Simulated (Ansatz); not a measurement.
A nudged elastic band was laid between two geometries of C₃H₄F₂O (10 atoms, charge 0, multiplicity 1).

Method: RKS revPBE-D4/6-31G in Ansatz 0.2.0.

| Quantity | Value |
| --- | --- |
| movable images | 5 |
| climbing image | yes |
| spring | 5.0 eV/Å² |
| optimiser | quadratic models (default) |
| start path | through a guess of the saddle point |
| force threshold | 0.05 eV/Å |
| iteration limit | 60 |
| end points | relaxed |

First end point:

```xyz
10
Properties=species:S:1:pos:R:3
F -1.174 -1.489 1.186
C -0.243 -0.372 1.209
C 0.422 -0.296 -0.142
O 1.151 1.031 -0.412
C -0.031 0.651 -1.182
F 0.200 0.316 -2.535
H -0.803 0.551 1.429
H 0.492 -0.557 2.009
H 0.980 -1.178 -0.469
H -0.910 1.293 -1.092
```

Last end point:

```xyz
10
Properties=species:S:1:pos:R:3
F -0.718 -1.616 1.976
C -0.609 -0.407 1.180
C -0.256 -0.662 -0.216
O 1.574 0.249 -0.779
C 0.146 0.559 -0.960
F -0.253 0.544 -2.335
H -1.617 0.077 1.167
H 0.076 0.280 1.720
H 1.721 -0.666 -1.156
H 0.018 1.590 -0.595
```

Q: Which bonds break or form, and what moves?

A: Bonds broken: C3–O4, C3–H9. Bonds formed: O4–H9.

Q: What energy profile does the band end with?

A: The forces met the threshold. The highest image is number 5 of 0 to 6, 64.6 kcal/mol above the first end and 5.1 kcal/mol above the last; the last end lies 59.5 kcal/mol above the first. The profile has 2 maxima (images 1, 5) with wells between them (image 3): this band takes more than one step, which may be the mechanism or a detour left from its start path. Neighbouring images differ by up to 2.7 eV, so the band resolves the path poorly. A vibrational analysis at the climbing image gives one clearly imaginary mode, 1150i cm⁻¹: a first-order saddle point. The orbitals stay closed-shell, which can raise the energy where a bond breaks towards radicals; this wasn't checked here. Limits of this set-up: no polarisation functions.

```json
{"image": "0", "path coordinate (Å)": "0.00", "energy (kcal/mol)": "0.0", "C3–O4 (Å)": "1.54", "C3–H9 (Å)": "1.09", "O4–H9 (Å)": "2.22"}
{"image": "1", "path coordinate (Å)": "1.15", "energy (kcal/mol)": "1.2", "C3–O4 (Å)": "1.54", "C3–H9 (Å)": "1.09", "O4–H9 (Å)": "2.22"}
{"image": "2", "path coordinate (Å)": "2.31", "energy (kcal/mol)": "0.9", "C3–O4 (Å)": "1.54", "C3–H9 (Å)": "1.09", "O4–H9 (Å)": "2.22"}
{"image": "3", "path coordinate (Å)": "3.46", "energy (kcal/mol)": "0.4", "C3–O4 (Å)": "1.54", "C3–H9 (Å)": "1.09", "O4–H9 (Å)": "2.20"}
{"image": "4", "path coordinate (Å)": "4.62", "energy (kcal/mol)": "3.4", "C3–O4 (Å)": "1.57", "C3–H9 (Å)": "1.09", "O4–H9 (Å)": "2.11"}
{"image": "5", "path coordinate (Å)": "5.77", "energy (kcal/mol)": "64.6", "C3–O4 (Å)": "1.94", "C3–H9 (Å)": "1.51", "O4–H9 (Å)": "1.15"}
{"image": "6", "path coordinate (Å)": "6.57", "energy (kcal/mol)": "59.5", "C3–O4 (Å)": "2.12", "C3–H9 (Å)": "2.19", "O4–H9 (Å)": "1.00"}
```

Q: What is the geometry of the highest image?

A: 
```xyz
10
Properties=species:S:1:pos:R:3:forces:R:3
F -0.438 -1.624 1.906 0.00 0.00 0.00
C -0.551 -0.402 1.140 0.00 0.00 0.00
C -0.145 -0.591 -0.269 0.00 0.00 0.00
O 1.552 0.217 -0.753 0.00 0.00 0.00
C 0.168 0.652 -1.035 0.00 0.00 0.00
F -0.178 0.643 -2.410 0.00 0.00 0.00
H -1.623 -0.103 1.131 0.00 0.00 0.00
H 0.018 0.384 1.676 0.00 0.00 0.00
H 1.257 -0.893 -0.743 0.00 0.00 0.00
H 0.023 1.665 -0.640 0.00 0.00 0.00
```

Run time: 6.7 min on 1 thread of Arm Neoverse V1, on a shared host, peak memory 0.12 GiB.
